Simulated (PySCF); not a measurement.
## Complete the spectrum of C4H9PS

Compound: C4H9PS.
SMILES: `[P@H]1(=S)C[C@@H](C)C1`

Computed, not measured: TDDFT CAM-B3LYP/def2-SVPD, vertical, gas phase, core orbitals frozen in the response in PySCF. One conformer (not necessarily the lowest) at the GFN2-xTB geometry, without solvent, vibrations or thermal averaging.

Orbital energies (eV): HOMO-3 -11.18, HOMO-2 -10.57, HOMO-1 -7.87, HOMO -7.84, LUMO 0.98, LUMO+1 1.26, LUMO+2 1.37.

Lowest singlets, with some entries withheld (?).

```csv
state,ν̃ (cm⁻¹),f,"main configurations (H = HOMO, L = LUMO)"
S1,45900,0.0002,"H→L+2 (81%), H→L+5 (14%)"
S2,47090,0.0046,"H-1→L+1 (38%), H-1→L (31%), H-1→L+3 (19%)"
S3,47440,0.022,"H→L+1 (40%), H→L+3 (38%), H→L (11%)"
S4,48450,0.0053,"H-1→L+2 (41%), H→L (29%), H→L+3 (10%)"
S5,?,0.034,"H-1→L (40%), H-1→L+3 (35%), H-1→L+4 (11%)"
S6,?,0.120,"H→L+4 (39%), H-1→L+2 (22%), H→L (21%)"
S7,?,0.038,"H-1→L+4 (75%), H-1→L+7 (10%)"
S8,?,0.144,"H→L+4 (47%), H→L+3 (16%), H-1→L+2 (14%)"
```

Supply the missing values.

- S5: ν̃ = 49640 cm⁻¹
- S6: ν̃ = 50960 cm⁻¹
- S7: ν̃ = 53150 cm⁻¹
- S8: ν̃ = 54110 cm⁻¹

Where do the lowest triplets lie (Tamm–Dancoff)?

T1 5.26 eV, H-1→L+2 (74%), H-1→L+5 (14%); T2 5.29 eV, H→L+1 (35%), H→L+3 (31%), H→L (13%); T3 5.38 eV, H-1→L+3 (40%), H-1→L+1 (34%). E(S1) − E(T1) = +0.43 eV.

How far apart are S6 and S7, in eV and cm⁻¹?

6.590 − 6.319 = 0.271 eV, or about 2190 cm⁻¹.

What is the mean static polarisability from the same response equations?

93.1 au (13.80 Å³), with principal values 79.1, 80.6 and 119.6 au.

Time: 39 s wall (grids of density and orbitals included); peak memory 0.92 GiB. Hardware: one thread of an Arm Neoverse V1, no GPU, shared host with 32 logical CPUs at a one-minute load of 16.
